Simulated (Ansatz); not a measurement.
Relaxation of BH5O (7 atoms, charge 0, multiplicity 1), to a largest force component of 0.03 eV/Å in at most 50 steps.

All numbers below come from RKS B3LYP-D4/6-31G* in Ansatz 0.2.0.

```xyz
7
Properties=species:S:1:pos:R:3
B 0.039 0.327 -0.033
H -0.047 0.343 1.158
H 1.095 0.510 -0.549
H -0.954 0.213 -0.685
O 0.184 -2.166 0.674
H -0.713 -2.406 0.390
H 0.030 -1.508 1.394
```

Task: Where does it end, and by what steps?

Result: The forces met the threshold. The force dipped under the threshold on the way, but the program's further checks kept it going. After 13 steps the energy has fallen by 0.524 eV; H7 moved furthest, 0.67 Å. Joined: B1–O5.

```csv
step,energy less start (eV),largest force component (eV/Å),accepted
0,0.0000,0.831,yes
1,-0.0279,2.520,yes
2,-0.2133,2.284,yes
3,-0.4192,0.574,yes
4,-0.4602,0.368,yes
5,-0.4927,0.130,yes
6,-0.5011,0.112,yes
7,-0.5158,0.107,yes
8,-0.4499,1.709,no
9,-0.5221,0.045,yes
10,-0.5186,0.570,no
11,-0.5237,0.013,yes
12,-0.5240,0.121,yes
13,-0.5244,0.001,yes
```

```xyz
7
Properties=species:S:1:pos:R:3
B -0.014 0.010 0.057
H -0.395 0.484 1.102
H 1.139 0.207 -0.220
H -0.799 0.050 -0.854
O 0.010 -1.690 0.402
H -0.888 -1.935 0.684
H 0.582 -1.815 1.178
```

Run time: 12 s on 1 thread of Arm Neoverse V2, on a shared host, peak memory 0.093 GiB.
